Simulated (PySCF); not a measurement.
Broadened absorption spectrum of C3H2FNO

Compound: C3H2FNO.
InChI=1S/C3H2FNO/c4-3-1-2-5-6-3/h1-2H

Method: TDDFT wB97X-D/def2-SVPD, vertical, gas phase, core orbitals frozen in the response (PySCF). Isolated species at its PBE0-D3(BJ)/def2-SVP geometry, gas phase.

Computed states:

| state | E (eV) | f |
| --- | --- | --- |
| S1 | 6.65 | 0.121 |
| S2 | 6.84 | 0.0069 |
| S3 | 7.48 | 0.016 |
| S4 | 7.63 | 0.0074 |
| S5 | 8.31 | 0.0000 |
| S6 | 8.72 | 0.334 |
| S7 | 8.87 | 0.033 |
| S8 | 8.96 | 0.0037 |
| S9 | 9.05 | 0.0000 |
| S10 | 9.23 | 0.053 |

Each state is given a Gaussian of 0.3 eV full width at half maximum, with ε(max) = 2.175×10⁸ f / Δν̃ (Δν̃ the width in cm⁻¹). The width is an assumption, not a result. The curve ends short of the highest state used, and states not computed would add to its high-energy end.

Problem. What does the envelope look like, and where are its maxima?

Solution. 
```json
{"E (eV)": "6.20", "ε (L mol⁻¹ cm⁻¹)": "19"}
{"E (eV)": "6.26", "ε (L mol⁻¹ cm⁻¹)": "91"}
{"E (eV)": "6.32", "ε (L mol⁻¹ cm⁻¹)": "349"}
{"E (eV)": "6.37", "ε (L mol⁻¹ cm⁻¹)": "906"}
{"E (eV)": "6.43", "ε (L mol⁻¹ cm⁻¹)": "2320"}
{"E (eV)": "6.49", "ε (L mol⁻¹ cm⁻¹)": "4764"}
{"E (eV)": "6.54", "ε (L mol⁻¹ cm⁻¹)": "7332"}
{"E (eV)": "6.60", "ε (L mol⁻¹ cm⁻¹)": "10064"}
{"E (eV)": "6.65", "ε (L mol⁻¹ cm⁻¹)": "11102"}
{"E (eV)": "6.71", "ε (L mol⁻¹ cm⁻¹)": "10277"}
{"E (eV)": "6.77", "ε (L mol⁻¹ cm⁻¹)": "7750"}
{"E (eV)": "6.82", "ε (L mol⁻¹ cm⁻¹)": "5289"}
{"E (eV)": "6.88", "ε (L mol⁻¹ cm⁻¹)": "2855"}
{"E (eV)": "6.94", "ε (L mol⁻¹ cm⁻¹)": "1331"}
{"E (eV)": "6.99", "ε (L mol⁻¹ cm⁻¹)": "643"}
{"E (eV)": "7.05", "ε (L mol⁻¹ cm⁻¹)": "247"}
{"E (eV)": "7.11", "ε (L mol⁻¹ cm⁻¹)": "100"}
{"E (eV)": "7.16", "ε (L mol⁻¹ cm⁻¹)": "85"}
{"E (eV)": "7.22", "ε (L mol⁻¹ cm⁻¹)": "173"}
{"E (eV)": "7.27", "ε (L mol⁻¹ cm⁻¹)": "352"}
{"E (eV)": "7.33", "ε (L mol⁻¹ cm⁻¹)": "711"}
{"E (eV)": "7.39", "ε (L mol⁻¹ cm⁻¹)": "1173"}
{"E (eV)": "7.44", "ε (L mol⁻¹ cm⁻¹)": "1532"}
{"E (eV)": "7.50", "ε (L mol⁻¹ cm⁻¹)": "1781"}
{"E (eV)": "7.56", "ε (L mol⁻¹ cm⁻¹)": "1747"}
{"E (eV)": "7.61", "ε (L mol⁻¹ cm⁻¹)": "1525"}
{"E (eV)": "7.67", "ε (L mol⁻¹ cm⁻¹)": "1131"}
{"E (eV)": "7.72", "ε (L mol⁻¹ cm⁻¹)": "788"}
{"E (eV)": "7.78", "ε (L mol⁻¹ cm⁻¹)": "443"}
{"E (eV)": "7.84", "ε (L mol⁻¹ cm⁻¹)": "210"}
{"E (eV)": "7.89", "ε (L mol⁻¹ cm⁻¹)": "98"}
{"E (eV)": "7.95", "ε (L mol⁻¹ cm⁻¹)": "33"}
{"E (eV)": "8.01", "ε (L mol⁻¹ cm⁻¹)": "9"}
{"E (eV)": "8.06", "ε (L mol⁻¹ cm⁻¹)": "3"}
{"E (eV)": "8.12", "ε (L mol⁻¹ cm⁻¹)": "2"}
{"E (eV)": "8.18", "ε (L mol⁻¹ cm⁻¹)": "5"}
{"E (eV)": "8.23", "ε (L mol⁻¹ cm⁻¹)": "19"}
{"E (eV)": "8.29", "ε (L mol⁻¹ cm⁻¹)": "93"}
{"E (eV)": "8.34", "ε (L mol⁻¹ cm⁻¹)": "320"}
{"E (eV)": "8.40", "ε (L mol⁻¹ cm⁻¹)": "1178"}
{"E (eV)": "8.46", "ε (L mol⁻¹ cm⁻¹)": "3500"}
{"E (eV)": "8.51", "ε (L mol⁻¹ cm⁻¹)": "7338"}
{"E (eV)": "8.57", "ε (L mol⁻¹ cm⁻¹)": "14595"}
{"E (eV)": "8.63", "ε (L mol⁻¹ cm⁻¹)": "23351"}
```

Maxima: 186 nm (6.66 eV), ε about 11000, made up of S1 (98%); 165 nm (7.52 eV), ε about 1800, made up of S3 (75%) and S4 (25%) (ε in L mol⁻¹ cm⁻¹; maxima over ε = 5, shares over 10%). At its high-energy end, 8.63 eV, the curve is still rising (ε about 23000, from S6).

Problem. What would ε be at 6.66 eV, the highest of these maxima, with half the width (0.15 eV)?

Solution. About 21700 L mol⁻¹ cm⁻¹ against 11100, a factor of about 1.95; a lone state at its own centre would give exactly 2.

Problem. Does any computed singlet lie in the visible range?

Solution. No computed singlet lies in the visible range (380 to 750 nm); the lowest, at 186 nm, stands 3.39 eV above its violet end (3.26 eV).

Problem. Coming from long wavelengths, where does ε first pass 100 L mol⁻¹ cm⁻¹?

Solution. At about 198 nm (6.27 eV), 0.39 eV below S1.

All these states lie below the vertical ionisation energy of 10.26 eV (ΔSCF).
